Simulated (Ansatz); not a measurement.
# Exact exchange and the electronic atomisation energy of BCl2

BCl2: 3 atoms, total charge 0, spin state doublet. As SMILES, `Cl[B]Cl`. The coordinates come from a PBE0-D4/def2-TZVP relaxation.

The electronic atomisation energy y, in eV, basis def2-TZVP; a is the functional's share of exact exchange. Programs: Ansatz 0.2.0.

```
functional  program     a  y (eV)
      UPBE   Ansatz     0    9.43
  U-r2SCAN   Ansatz     0    9.36
    UB3LYP   Ansatz   0.2    8.71
     UPBE0   Ansatz  0.25       ?
 U-r2SCAN0   Ansatz  0.25    9.10
    UBHLYP   Ansatz   0.5    8.41
```

Fit y = c + s·a to the known rows and predict UPBE0.


1. Means of the 5 rows: a = 0.1900, y = 9.002.
2. Σ(Δa)² = 0.172, Σ(Δa·Δy) = -0.3299, so the slope is -0.3299/0.172 = -1.918.
3. Intercept: 9.002 − (-1.918) × 0.1900 = 9.366. The largest residual of the fit is 0.27.
4. UPBE0: 9.366 + (-1.918) × 0.25 = 8.89 eV.

The run gave 9.19 eV, so the prediction is off by -0.30 eV, about the scatter of the fit.
